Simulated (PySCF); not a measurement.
ethylene: removing and adding an electron

System: ethylene, `C=C` (C2H4). Non-hydrogen atoms are numbered in `[CH2:1]=[CH2:2]`.

Level of theory: CAM-B3LYP-D3(BJ)/ma-def2-TZVP single points in PySCF, grid level 2; every species was optimised with PBE0-D3(BJ)/ma-def2-SVP. Thermal corrections: PBE0-D3(BJ)/ma-def2-SVP frequencies, unscaled, ideal gas at 298.15 K and 1 bar, quasi-RRHO entropy.

Frontier levels of the parent: HOMO -9.25 eV, LUMO 0.83 eV.

Oxidation to the radical cation:
- Vertical ionisation energy (electronic): 10.53 eV
- Adiabatic ionisation energy (with zero-point energy): 10.28 eV
- Adiabatic, electronic part: 10.35 eV
- Vertical gap at the product's structure: 9.77 eV
- Inner reorganisation energy (four-point): 759 meV
- Relaxation of product / of parent: 180 / 580 meV
- ⟨S²⟩ of the product: 0.755
- Largest spin populations: C1 0.50, C2 0.50
- Largest changes of atomic charge: C2 0.29, C1 0.29, H (on C1) 0.11, H (on C2) 0.11
- Distances that move most (Å): C1–C2 1.332 → 1.391; C2–H 1.094 → 1.102; C1–H 1.094 → 1.102; C2–H 1.094 → 1.102

Vertical electron affinity to the radical anion: -1.27 eV. The extra electron is not bound at this structure, the number hangs on the basis, and the ion was not relaxed.

Against the Active Thermochemical Tables (version 1.112): ionisation energy to the radical cation 10.51 (computed 10.28, error -0.23) eV.

Measured values (NIST Chemistry WebBook, evaluated or the median of agreeing entries): adiabatic ionisation energy 10.51 eV (computed 10.28, difference -0.23).

Run with `OMP_NUM_THREADS=1 python redox_run.py task.json out` on 1 thread of Arm Neoverse V2, a shared host. Structures, frequencies and single points: 39 s of wall time.
